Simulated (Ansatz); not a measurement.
singlet S2O: levels of theory in one basis

```xyz
3

S     0.0000    0.4005   -1.5072
S     0.0000   -0.5817    0.1229
O     0.0000    0.1813    1.3843
```

Basis set: def2-SVP (spherical functions). Left uncorrelated: 11 orbitals. Charge 0, multiplicity 1.

Computed with Ansatz (development build ahead of 0.2.0); each method stands on the lowest determinant of its kind that the runs found.

| method | E − E(RHF) (eV) | <S²> of the determinant |
| --- | --- | --- |
| RHF | 0.00 | – |
| UHF | -0.47 | 0.70 |
| RHF-MP2 | -12.74 | – |
| UHF-MP2 | -11.70 | 0.70 |
| UHF-CCSD(T) | -13.47 | 0.70 |
| RHF-CCSDT(Q) | -13.70 | – |
| UHF-CCSDT(Q) | -13.72 | 0.70 |

What does RHF-CCSD(T) give on the same scale?

-13.59 eV.

Caution for RHF, RHF-MP2, RHF-CCSD(T), RHF-CCSDT(Q): an unrestricted determinant lies well below. Caution for UHF, UHF-MP2, UHF-CCSD(T), UHF-CCSDT(Q): the unrestricted determinant is spin contaminated. Caution for UHF-MP2, UHF-CCSD(T), UHF-CCSDT(Q): a plain start can end on a higher determinant. Caution for UHF-CCSD(T): another reference gives a lower total.
